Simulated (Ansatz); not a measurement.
Input for Ansatz (development build ahead of 0.2.0):

```yaml
crystal:
  periodic: [false, false, false]
  atoms:
    - { symbol: H, position_ang: [-0.00919, 0.00392, -0.02435] }
    - { symbol: O, position_ang: [1.20132, 0.04428, 0.0345] }
    - { symbol: O, position_ang: [-1.18625, -0.03808, 0.04] }
    - { symbol: H, position_ang: [1.61447, 0.8017, 0.47538] }
    - { symbol: H, position_ang: [-1.59831, -0.79535, 0.47049] }
    - { symbol: H, position_ang: [1.73323, -0.23854, -0.73017] }
    - { symbol: H, position_ang: [-1.74113, 0.243, -0.71857] }
basis:
  gaussian: { orbitals: def2-TZVP }
total_charge: 1
hamiltonian:
  xc: hf
correlation:
  method: mp2
  frozen_orbitals: { H: 0, O: 1 }
```

The input is written out in the form of the current development build from the run's settings.

The run gave:

```json
{
 "Converged": "yes",
 "Reference energy": "-152.44595 hartree",
 "Correlation energy": "-0.51208 hartree",
 "Total energy": "-152.95802 hartree",
 "Spin squared of the determinant": "0.000"
}
```
